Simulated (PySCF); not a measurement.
## Spin–spin coupling constants

Cartesian coordinates in Å; atom numbers follow the order of the lines, from 1:
```xyz
7

N     0.0754    0.3951   -0.7917
N    -0.2258   -0.2183    0.4460
H     0.6792    1.2019   -0.6311
H     0.5548   -0.2747   -1.3944
H    -0.7264    0.4552    1.0459
H     0.5676   -0.5970    0.9962
H    -0.8921   -0.9901    0.2885
```

Total charge +1.

Indirect spin–spin couplings were computed at B3LYP/pcJ-1 (PySCF 2.14) on a PBE0-D3(BJ)/def2-SVP structure, for the isolated molecule, without vibrational or relativistic corrections. Couplings are averaged over pairs made equivalent by symmetry, fast rotation or ring inversion, so a value needn't be that of the named pair in this geometry, while other rotamers aren't included; one pair stands for each set, and the list holds those of at least 1.5 Hz over up to four bonds.

Isotopes: 15N, 1H.

| pair | bonds | J (Hz) |
| --- | --- | --- |
| N1, N2 | 1 | ? |
| N1, H3 | 1 | -76.4 |
| N2, H5 | 1 | -82.7 |
| N1, H5 | 2 | -1.6 |
| H3, H4 | 2 | -7.7 |
| H5, H6 | 2 | ? |
| H3, H5 | 3 | 6.9 |

Task: Estimate the withheld couplings, with signs.

Result: 
- 1J(N1,N2) = -7.4 Hz (bond length 1.414 Å)
- 2J(H5,H6) = -13.6 Hz (mean over equivalent pairs that range from -17.5 to -11.5 Hz in this conformer)
